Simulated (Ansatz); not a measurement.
Species: CH₃S, SMILES `C[S]` (charge 0, multiplicity 2).

Give a relaxed geometry from PBE0-D3(BJ)/def2-TZVP run with Ansatz (a first-principles code).

the end point of this relaxation (outside a Z-matrix the atoms follow the SMILES, hydrogens last).
Z-matrix (Å, degrees):
```
C
H 1 1.0905
H 1 1.0906 2 110.91
H 1 1.0964 2 107.80 3 -117.68
S 1 1.7817 2 111.94 4 -116.63
```
